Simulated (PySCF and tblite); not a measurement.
The numbers below are computed, except where a source is named.
# Conformer ensemble of C2H6S2, numbered as in [SH:1][CH2:2][CH2:3][SH:4]

Free energies: PBE0-D3(BJ)/def2-TZVP on PBE0-D3(BJ)/def2-SVP structures plus GFN2-xTB thermal terms, symmetry and mirror images included. Conformers within 4 kcal/mol (GFN2-xTB free energy) were kept, 5 at most. GIAO shieldings: PBE0/pcSseg-1. Shifts are against TMS (¹H), TMS (¹³C) at the same level. (PySCF 2.14, tblite 0.8.)

Torsions listed: H1–S1–C2–C3, S1–C2–C3–S4, C2–C3–S4–H4. Of a mirror pair one member is shown.

```
conformer               shape   symmetry  E(GFN2) kcal/mol  E(DFT) kcal/mol  G(298.15 K) kcal/mol  weight %  dipole D
        1     -67°, -64°, 53°  C1 (pair)              0.71             0.07                  0.00      39.0      2.13
        2      73°, -63°, 74°  C2 (pair)              0.84             0.00                  0.33      22.4      1.16
        3      68°, 175°, 68°  C2 (pair)              0.22             0.35                  0.51      16.4      1.42
        4     -68°, 180°, 68°         Ci              0.00             0.33                  0.55      15.4      0.00
        5  -69°, -178°, -178°  C1 (pair)              1.44             1.57                  1.04       6.8      1.35
```

Weights (%) against temperature:

```tsv
T (K)	1	2	3	4	5	S(mix) cal/mol/K
150	46.3	29.6	12.2	11.1	0.8	3.72
200	43.5	26.4	14.4	13.4	2.3	3.87
250	41.0	24.1	15.7	14.7	4.5	4.00
298.15	39.0	22.4	16.4	15.4	6.8	4.09
400	35.7	19.8	17.1	16.1	11.4	4.20
```

Averaged shifts at 298.15 K. ¹H: 2.34 (H2/H3, 4H) ppm. ¹³C: 34.4 (C2/C3) ppm.

Coordinates of conformer 1 (Å):

```xyz
10

S     1.462    1.216   -0.039
C     0.490   -0.129    0.707
C    -0.668   -0.619   -0.146
S    -1.952    0.628   -0.446
H     1.972    0.488   -1.058
H     1.164   -0.963    0.959
H     0.113    0.292    1.651
H    -0.300   -1.023   -1.104
H    -1.181   -1.444    0.374
H    -1.092    1.558   -0.922
```

H on N, O and S are left out: they exchange, and hydrogen bonds move them by several ppm. Shifts are unscaled: against experiment ¹³C can be off by 15 ppm or more and ¹H by 0.8 ppm. For its torsions the set is small; conformers may be missing.

Search and properties took 65 s on 1 thread of Arm Neoverse V2 (shared host) (rough), launched as `OMP_NUM_THREADS=1 python ens_run.py task.json out`.
